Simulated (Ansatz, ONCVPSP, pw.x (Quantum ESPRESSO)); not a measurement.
# What a changed setting does to a pw.x run (bcc Rb)

Potential: optimised norm-conserving Vanderbilt (ONCV), ONCVPSP 4.0.1, PBE; core [Ar] 3d10, reference 4s2 4p6 5s1; waves: 4s+5s: rc 2.35 bohr, ncon 4, nbas 8, qcut 5.4 1/bohr, 2 projectors; 4p: rc 2.45 bohr, ncon 5, nbas 8, qcut 4.6 1/bohr, 1 projector; d scattering state at 0.12 Ha: rc 1.85 bohr, ncon 4, nbas 7, qcut 4.3 1/bohr, local; local part: the d channel; core correction: Teter function, fcfact 3.5, rcfact 1.25.

The reference run (k-mesh 8³, cutoffs 50/200 Ry, Fermi–Dirac 0.01 Ry, mixing_beta 0.4, conv_thr 1e-9, no spin) gives -0.01 GPa at 91.801 Å³/atom, where all-electron LAPW gives -0.00 GPa. This run, with its own iteration cap, changes mixing_mode to TF.

```
&control
  calculation='scf', prefix='x', pseudo_dir='./', outdir='./tmp', tstress=.true., disk_io='none'
/
&system
  ibrav=0, nat=1, ntyp=1, ecutwfc=50, ecutrho=200, nbnd=12,
  occupations='smearing', smearing='fd', degauss=0.01
/
&electrons
  conv_thr=1e-09, mixing_beta=0.4, electron_maxstep=60, mixing_mode='TF'
/
ATOMIC_SPECIES
Rb 1.0 Rb.UPF
CELL_PARAMETERS angstrom
  -2.84181503 2.84181503 2.84181503
  2.84181503 -2.84181503 2.84181503
  2.84181503 2.84181503 -2.84181503
ATOMIC_POSITIONS crystal
Rb 0.0000 0.0000 0.0000
K_POINTS automatic
8 8 8 0 0 0
```

```bash
pw.x < Rb.scf.in > Rb.scf.out
```

Task: How does the run end?

Result: It converges in 11 iterations; the free energy moves by +0.0 meV/atom and the pressure by +0.00 GPa. The result is that of the reference run.

```
Message from routine setup:
     using ibrav=0 with symmetry is DISCOURAGED, use correct ibrav instead
     lattice parameter (alat)  =       9.3015  a.u.
     unit-cell volume          =     619.5039 (a.u.)^3
     number of electrons       =         9.00
     number of Kohn-Sham states=           12
     kinetic-energy cutoff     =      50.0000  Ry
     charge density cutoff     =     200.0000  Ry
     scf convergence threshold =      1.0E-09
     Exchange-correlation= PBE
     number of k points=    29  Fermi-Dirac smearing, width (Ry)=  0.0100
     iteration #  1     ecut=    50.00 Ry     beta= 0.40
     total energy              =     -51.15553419 Ry
     estimated scf accuracy    <       0.00134668 Ry
     iteration #  2     ecut=    50.00 Ry     beta= 0.40
     total energy              =     -51.15534788 Ry
     estimated scf accuracy    <       0.00076623 Ry
     iteration #  3     ecut=    50.00 Ry     beta= 0.40
     total energy              =     -51.15545918 Ry
     estimated scf accuracy    <       0.00010860 Ry
     iteration #  4     ecut=    50.00 Ry     beta= 0.40
     total energy              =     -51.15546395 Ry
     estimated scf accuracy    <       0.00000219 Ry
     iteration #  5     ecut=    50.00 Ry     beta= 0.40
     total energy              =     -51.15546669 Ry
     estimated scf accuracy    <       0.00000266 Ry
     iteration #  6     ecut=    50.00 Ry     beta= 0.40
     total energy              =     -51.15546472 Ry
     estimated scf accuracy    <       0.00000656 Ry
     iteration #  7     ecut=    50.00 Ry     beta= 0.40
     total energy              =     -51.15546444 Ry
     estimated scf accuracy    <       0.00000136 Ry
     iteration #  8     ecut=    50.00 Ry     beta= 0.40
     total energy              =     -51.15546469 Ry
     estimated scf accuracy    <       0.00000003 Ry
     iteration #  9     ecut=    50.00 Ry     beta= 0.40
     total energy              =     -51.15546468 Ry
     estimated scf accuracy    <          7.5E-09 Ry
     iteration # 10     ecut=    50.00 Ry     beta= 0.40
     total energy              =     -51.15546469 Ry
     estimated scf accuracy    <          2.5E-09 Ry
     iteration # 11     ecut=    50.00 Ry     beta= 0.40
     the Fermi energy is     1.8995 ev
!    total energy              =     -51.15546469 Ry
     estimated scf accuracy    <          7.0E-11 Ry
     smearing contrib. (-TS)   =      -0.00424421 Ry
     The total energy is F=E-TS. E is the sum of the following terms:
     one-electron contribution =     -27.94223556 Ry
     hartree contribution      =      14.63859074 Ry
     xc contribution           =     -10.40213133 Ry
     ewald contribution        =     -27.44544433 Ry
     convergence has been achieved in  11 iterations
          total   stress  (Ry/bohr**3)                   (kbar)     P=       -0.06
     Message from routine punch:
     Nothing written, as per user request (disk_io='none')
```

The run took about 37 s on one core of a shared host (Intel(R) Xeon(R) Platinum 8375C CPU @ 2.90GHz, 64 threads, 248 GiB, load 78).
